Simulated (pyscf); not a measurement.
Structures and frequencies: ωB97X-D3(BJ)/def2-SVP in PySCF. Correlated levels are frozen-core, on RHF or UHF. ΔMP2 is the change of the MP2 total energy from the triple- to the quadruple-zeta basis.

SMILES: F[SiH2]F
```xyz
5

F      0.8281     1.0111    -0.5068
Si     0.7013    -0.4313     0.2083
F      0.8186    -0.2013     1.8025
H     -0.6335    -0.9908    -0.0915
H      1.8305    -1.2782    -0.2305
```
Charge 0, spin multiplicity 1.

### Question
List the bond dissociation enthalpies at 298 K of F–SiH₂–F from CCSD(T)/def2-TZVPP + ΔMP2(QZVPP), from the weakest bond up.

### Answer
H–Si to F–SiH•–F + H•: 97.0 kcal/mol; F–Si to F• + F–SiH₂•: 159.2 kcal/mol. Ring and multiple bonds, and those that leave no two simple radicals, are not listed. The CCSD(T) − MP2 part came from Ansatz, without density fitting, on the same reference. Left out: the spin-orbit lowering of F.
